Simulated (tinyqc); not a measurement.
Stretching all distances: RHF, UHF, MP2, CISD and CCSD against full CI in the sto-3g basis, for BH3, spin multiplicity 1. Computed by the program tinyqc with PySCF. Command: `OMP_NUM_THREADS=1 python tinyqc.py 110886 110887 out.jsonl`; one thread of a shared host (Intel(R) Xeon(R) Processor @ 2.60GHz), about 20 s.

Geometry (angstrom):
```
atom        x        y       z
B      0.0000   0.0000  0.0010
H      1.1470   0.0000  0.0000
H     -0.5740   0.9940  0.0000
H     -0.5740  -0.9940  0.0000
```

All coordinates are multiplied by the scale. c0^2 is the weight of the RHF determinant in the lowest singlet FCI state (UHF is spin-contaminated and may lie near states of higher spin) and n(LUMO) the first natural occupation beyond the occupied space.

Full CI energy (hartree) and errors against it (kcal/mol):
```
scale   distance 1-2 (angstrom)      E(FCI)       RHF      UHF      MP2     CISD     CCSD  <S^2> UHF    c0^2  n(LUMO)
0.9700                   1.1126  -26.113074   29.4858  29.4858   8.9157   0.6358   0.1868     0.0000  0.9739   0.0159
1.1400                   1.3076  -26.100446   41.0198  41.0198  13.5997   1.4113   0.3651     0.0000  0.9549   0.0324
1.3200                   1.5140  -26.004942   58.8257  58.8257  21.2299   3.4142   0.8928     0.0000  0.9182   0.0672
1.5000                   1.7205  -25.885749   83.6725  83.6272  32.5680   7.9620   2.3652     0.0543  0.8542   0.1365
1.6700                   1.9155  -25.781378  114.4799  85.5748  47.5762  16.3388   5.7959     1.2744  0.7581   0.2573
1.8500                   2.1220  -25.696826  154.8207  65.4802  68.1646  30.9301  13.2029     1.7746  0.6158   0.4630
```

UHF parts from RHF first at scale 1.5 of those listed, where <S^2> leaves zero. The weight c0^2 goes from 0.97 to 0.62 and n(LUMO) from 0.02 to 0.46: static correlation grows as the bonds break into open-shell fragments. The spread of the error along the curve, which distorts its shape, is CCSD 13.0, CISD 30.3, UHF 56.1, MP2 59.2, RHF 125.3 kcal/mol. The table stops here: at scale 2.02 and beyond, the reference weight falls under 0.45 or RHF, UHF or CCSD hop between solutions, so those rows were left out and the spreads given cover only the rows shown. As computed, partly on other solutions, the errors there reach in size RHF 198, UHF 48, MP2 88, CISD 49, CCSD 25 kcal/mol.
